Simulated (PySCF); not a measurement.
Gas-phase reaction: 4 HSiNH2 + 3 NH = 2 Si2N + 5 NH3

Computed with PySCF and rigid-rotor harmonic-oscillator thermochemistry at 1 bar. † marks an energy on the PBE0/def2-TZVP geometry and frequencies. Open shells (unrestricted): NH (multiplicity 3), Si2N (multiplicity 2); the rest are closed-shell singlets. Spin-orbit splitting is ignored; it lowers the true energy and changes the entropy of Si2N. HSiNH2: computed as isolated molecules; such fragments, hydroxides, amides, oligomers or adducts are transient or little studied in the gas.

| level | ΔH°(298 K), kJ |
|---|---|
| BLYP/def2-TZVP† | -979 |
| M06-2X/def2-TZVP† | ___ |
| PBE/def2-TZVP† | ___ |
| PBE0/def2-SVP† | -878 |
| r2SCAN/def2-TZVP† | -924 |
| ωB97M-V/def2-TZVP† | ___ |

Q: Complete the blanks.

A: 
- M06-2X/def2-TZVP†, ΔH°(298 K), kJ: -931
- PBE/def2-TZVP†, ΔH°(298 K), kJ: -1000
- ωB97M-V/def2-TZVP†, ΔH°(298 K), kJ: -908
